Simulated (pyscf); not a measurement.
`[O]=[B][OH]` + `[FH]` → `[OH2]` + `[O]=[B][F]`, a four-centre exchange (singlet surface; B–O, F–H broken, H–O, B–F formed). Single points on ωB97X-D3(BJ)/def2-SVP structures (PySCF, gas phase). MP2 and CC: frozen core, UHF for open shells. ΔMP2 is the change of the MP2 total energy from the triple- to the quadruple-zeta basis. Energies in kJ/mol from the separated reactants.

Small-basis levels: PySCF, no dispersion term, spherical d functions. 

Quick MP2/6-31G* single points give ΔE‡ = 69.0 kJ/mol and ΔE = -19.2 kJ/mol. What does CCSD(T)/def2-TZVPP + ΔMP2(QZVPP) give, and how far is the quick result from it?

CCSD(T)/def2-TZVPP + ΔMP2(QZVPP) gives ΔE‡ = 100.0 kJ/mol and ΔE = -4.5 kJ/mol. MP2/6-31G* lies 31.1 kJ/mol under it in the barrier and 14.7 kJ/mol under it in the reaction energy, so on this step it does not hold to within 12.6 kJ/mol. CCSD(T)/def2-TZVPP + ΔMP2(QZVPP) has limits of its own. On the product side the descent ends in an adduct with a B–O contact, 36.8 kJ/mol under the separated species and 128.0 kJ/mol under the saddle at ωB97X-D3(BJ)/def2-TZVP. What is counted as broken (B–O) persists as a longer contact in the product adduct; parting that adduct is a step of its own. At ωB97X-D3(BJ) the barrier from the zero used here is 87.7 kJ/mol. The same reactants have a lower exit, to HO–B(OH)–F (barrier +14.4 kJ/mol at ωB97M-D3(BJ), against +86.3 kJ/mol here). This is the saddle that the search found; another between the same sides may lie lower. The CCSD(T) − MP2 part came from Ansatz, without density fitting, on the same reference.
